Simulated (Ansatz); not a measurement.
# HAlC, triplet along the distance Al1-C2

Starting geometry (PBE0/def2-TZVP stationary point for this spin, not checked as a minimum):

```
atom   x (Å)   y (Å)    z (Å)
  Al  0.0000  0.0000   0.1051
   C  0.0000  0.0000  -1.8111
   H  0.0000  0.0000   1.7060
```

From there C2 moves along the line of the two atoms named below, all else staying in place; atoms are numbered as listed. Energies are in kJ/mol, counted from the starting geometry at the same level. Kohn–Sham curves are unrestricted where that lies lower.

Basis cc-pVDZ; Ansatz 0.2.0. Only valence electrons are correlated (noble-gas cores frozen).

Full CI is exact within this basis and frozen core; it isn't the basis-set limit.

| distance Al1-C2 (Å) | PBE |
| --- | --- |
| 1.727 | 50.9 |
| 1.916 | 0.0 |
| 2.104 | 10.7 |
| 2.671 | 129.4 |
| 3.614 | 239.5 |
| 5.216 | 274.9 |

Task: Estimate the full CI curve in cc-pVDZ from this one, knowing how PBE errs.

Result: The computed full CI values, in kJ/mol from the starting point, and the error of PBE against them:
| distance Al1-C2 (Å) | full CI | PBE less full CI |
| --- | --- | --- |
| 1.727 | 53.6 | -2.7 |
| 1.916 | 0.0 | 0.0 |
| 2.104 | 7.6 | 3.1 |
| 2.671 | 108.3 | 21.1 |
| 3.614 | 171.8 | 67.7 |
| 5.216 | 181.3 | 93.6 |

PBE at 5.216 Å lies 93.6 kJ/mol (52 %) above the reference in this basis.

In so small a basis the reference is far from its limit while semilocal and hybrid functionals are nearer theirs, so the functionals' errors here hold much of the reference's basis and frozen-core error, which can add to them or hide them.
